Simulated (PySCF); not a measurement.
## SiP⁺: energy against distance

Set-up: basis Si def2-TZVPPD, P def2-TZVPPD; no relativity; PySCF 2.14. Energies in eV from Si⁺ + P in their ground configurations at the same level. State: ³Σ⁻ (triplet), unpaired electrons π ↑↑.

All columns are CAM-B3LYP. A positive dipole points towards P; it is taken about the centre of mass and depends on that origin.

```tsv
R (Å)	E (eV)	μ (D)	Mulliken charge on Si (basis-dependent)	HOMO (eV)	LUMO (eV)	Mayer bond order	⟨S²⟩
1.910	-2.016	-0.58	0.58	-14.88	-10.56	1.51	2.00
1.999	-2.568	-0.89	0.63	-14.85	-10.24	1.53	2.00
2.088	-2.861	-1.22	0.67	-14.79	-9.95	1.55	2.01
2.154	-2.957	-1.47	0.70	-14.73	-9.76	1.56	2.01
2.221	-2.974	-1.73	0.73	-14.65	-9.58	1.57	2.01
2.288	-2.929	-1.98	0.75	-14.56	-9.41	1.57	2.01
2.377	-2.800	-2.32	0.77	-14.43	-9.22	1.56	2.01
2.487	-2.564	-2.73	0.79	-14.25	-9.03	1.54	2.01
2.621	-2.221	-3.20	0.80	-14.01	-8.87	1.48	2.01
2.799	-1.736	-3.74	0.81	-13.69	-8.76	1.35	2.03
```

A fit through these points gives, at Re = 2.203 Å, μ = -1.66 D and dμ/dR = -3.83 D/Å; the reduced mass is 14.7 u.

Question: How strong is the fundamental in the double-harmonic approximation, I = 42.26·(dμ/dR)²/μred km/mol?

Answer: I = 42.26·(-3.83)²/14.7 = 42.2 km/mol at CAM-B3LYP.

For an ion De counts to the pair picked by the measured ionisation energies or electron affinities, which need not be the lowest pair at this level. The state is the lowest determinant that a PBE0 search found; another state may lie lower at other levels.
